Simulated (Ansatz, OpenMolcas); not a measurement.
# Ansatz → OpenMolcas

This Ansatz 0.2.0 job computes quartet SiH3O:

input.yaml:
```yaml
crystal:
  periodic: [false, false, false]
  atoms:
    - {symbol: O, position_ang: [0.557310, -0.433760, 0.798460]}
    - {symbol: Si, position_ang: [0.001930, 0.341950, -0.533940]}
    - {symbol: H, position_ang: [0.725690, -1.370660, 0.814800]}
    - {symbol: H, position_ang: [-1.244820, -0.253580, -1.000760]}
    - {symbol: H, position_ang: [-0.040110, 1.716040, -0.078560]}
basis:
  gaussian: {orbitals: STO-3G}
magnetization: {spin_polarized: true, initial_magnetization: 3}
hamiltonian: {xc: pbe}
accuracy: high
```

```bash
$ ansatz run input.yaml --threads 1 --pin off --max-ram 2610MiB --events-out events.jsonl --progress --plain --runs-dir runs
```

Geometry: relaxed at GFN2-xTB. This is one conformer, not always the lowest. That shape belongs to the parent species and isn't relaxed for this state.

Without diffuse functions such a state is poorly described.

It gives a total energy of -361.422216 Eh.

Problem. Translate the job to OpenMolcas 26.06 as an input file of the program's own.

Solution. One way, which was run:

geom.xyz:
```
5

O      0.557310    -0.433760     0.798460
Si     0.001930     0.341950    -0.533940
H      0.725690    -1.370660     0.814800
H     -1.244820    -0.253580    -1.000760
H     -0.040110     1.716040    -0.078560
```

test.inp:
```
&GATEWAY
 BasLib
 $CurrDir
 Coord
 geom.xyz
 Basis
 STO-3G
 Group
 NoSym

&SEWARD
 GridInput
 Grid=UltraFine
 End of Grid

&SCF
 UHF
 Spin
 4
 KSDFT
 PBE
 Thresholds
 1e-10 1e-07 1e-07 1e-05
 PrOrbitals
 1 1
```

```bash
$ export MOLCAS_MEM=1860
$ pymolcas test.inp > test.log
```

(Basis files named in the input come from the Basis Set Exchange and aren't shown.)

Its energy is -361.422215 Eh, the same as the first but for the last digit, at most.
